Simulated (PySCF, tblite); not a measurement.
**C5H11P: infrared bands and NMR shifts**

What infrared bands and NMR shifts should C5H11P (`[H]/P=C(/C)C(C)C`) show?

The runs use tblite 0.8.0 and PySCF 2.14.0, with density-fitted response routines of our own; the level of theory stands in each step. All values are computed, except where a source is named. Atoms are numbered from 0 throughout.

**1. Starting geometry**

17 atoms, charge 0, multiplicity 1; geometry from: GFN2-xTB.

Bonds of the start (Å): C0–C1 1.50, C1–P2 1.68, C1–C3 1.51, C3–C4 1.53, C3–C5 1.53, C0–H6 1.09, C0–H7 1.09, C0–H8 1.09, P2–H9 1.40, C3–H10 1.10, C4–H11 1.09, C4–H12 1.09, C4–H13 1.09, C5–H14 1.09, C5–H15 1.09, C5–H16 1.09.

**2. Infrared spectrum with GFN2-xTB**

Job settings and geometry (Å):

```
{"job": {"kind": "ir", "xc": "GFN2-xTB", "basis": "xTB"}, "charge": 0, "multiplicity": 1}
C      1.751199    -0.160607    -0.674771
C      0.898871     0.441508     0.397626
P      1.610758     1.516360     1.478518
C     -0.559436     0.066688     0.428092
C     -1.319829     0.822835    -0.667603
C     -0.770768    -1.440366     0.283821
H      1.901662    -1.224868    -0.487985
H      2.728107     0.319188    -0.701635
H      1.282565    -0.058321    -1.653233
H      0.465079     1.762655     2.251817
H     -0.974786     0.379629     1.394269
H     -2.386833     0.630203    -0.580821
H     -0.993565     0.507401    -1.655894
H     -1.151723     1.893808    -0.574150
H     -0.198379    -1.979323     1.036227
H     -0.466500    -1.784093    -0.701586
H     -1.823419    -1.680664     0.417398
```

**Question.** This job is followed by: GIAO PBE0/pcSseg-1 NMR shielding, non-relativistic, gas phase. What will the session give for the following? strongest single infrared mode (GFN2-xTB); zero-point energy (GFN2-xTB); ¹³C shifts against TMS (PBE0/pcSseg-1, means over atoms taken as alike); ¹H shifts against TMS (PBE0/pcSseg-1, means over atoms taken as alike); ³¹P shifts against H3PO4 (PBE0/pcSseg-1).

As calculated:

| quantity | value |
| --- | --- |
| strongest single infrared mode (GFN2-xTB) | 2208 cm⁻¹, 199 km/mol |
| zero-point energy (GFN2-xTB) | 91.2 kcal/mol |
| ¹³C shifts against TMS (PBE0/pcSseg-1, means over atoms taken as alike) | 242.6, 52.9, 24.9, 23.7 ppm |
| ¹H shifts against TMS (PBE0/pcSseg-1, means over atoms taken as alike) | 6.23, 3.46, 2.43, 1.16 ppm |
| ³¹P shifts against H3PO4 (PBE0/pcSseg-1) | 199.4 ppm |

No mode is imaginary among the 45: a minimum at this level. The strongest single mode, at 2208 cm⁻¹, moves mainly H9. GFN2-xTB is a fitted tight-binding method: band positions and strengths are rough. Its intensities can rank the bands wrongly. At PBE0/pcSseg-1: The widest tensor belongs to P2: span 597 ppm, with a paramagnetic part of -849 ppm.
